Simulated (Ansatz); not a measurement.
The pair A = C2H2 (SMILES C#C) (first 4 atoms), B = C2H2 (SMILES C#C); geometry from NCB31 set.
(charge 0, multiplicity 1):
```xyz
8

C     -0.41255     1.67817     0.00000
C      0.41255     2.56163     0.00000
H     -1.13203     0.89081     0.00000
H      1.13465     3.34577     0.00000
C      0.41255    -1.67817     0.00000
C     -0.41255    -2.56163     0.00000
H      1.13203    -0.89081     0.00000
H     -1.13465    -3.34577     0.00000
```

Correlated levels freeze the cores. MP2 and its Hartree–Fock in aug-cc-pVQZ, aug-cc-pVTZ are density fitted.

Codes used: Ansatz (a quantum-chemistry and plane-wave program). Values without a source in brackets are computed.

The counterpoise-corrected interaction energy is E(AB) − E(A in the pair's basis) − E(B in the pair's basis). Total energies (hartree):

```csv
level,AB,A in the pair's basis,B in the pair's basis
HF/aug-cc-pVTZ,-153.6993560,-76.8493947,-76.8493947
MP2/aug-cc-pVTZ,-154.3304813,-77.1640828,-77.1640828
HF/aug-cc-pVQZ,-153.7080743,-76.8537512,-76.8537512
MP2/aug-cc-pVQZ,-154.3736991,-77.1856444,-77.1856444
MP2/aug-cc-pVDZ,-154.1869113,-77.0924418,-77.0924418
CCSD(T)/aug-cc-pVDZ,-154.2434543,-77.1208373,-77.1208373
```

Work out the counterpoise-corrected interaction energy at the basis-set limit: extrapolate the MP2 correlation part as X⁻³, take Hartree–Fock from the larger set, and add the CCSD(T) − MP2 difference of aug-cc-pVDZ.


1. Differences (1 hartree = 627.509 kcal/mol): HF/aug-cc-pVTZ -0.355; MP2/aug-cc-pVTZ -1.453; HF/aug-cc-pVQZ -0.359; MP2/aug-cc-pVQZ -1.513; MP2/aug-cc-pVDZ -1.272; CCSD(T)/aug-cc-pVDZ -1.117.
2. Correlation parts, MP2 less HF: -1.098 in aug-cc-pVTZ (X = 3), -1.154 in aug-cc-pVQZ (X = 4).
3. Limit (4³·(-1.154) − 3³·(-1.098))/(4³ − 3³) = -1.194; with HF/aug-cc-pVQZ it gives -1.553.
4. CCSD(T) less MP2 in aug-cc-pVDZ: 0.156.
Result: -1.40 kcal/mol, against -1.45 at MP2/aug-cc-pVTZ. It is an estimate of this method's limit, not of the exact value.
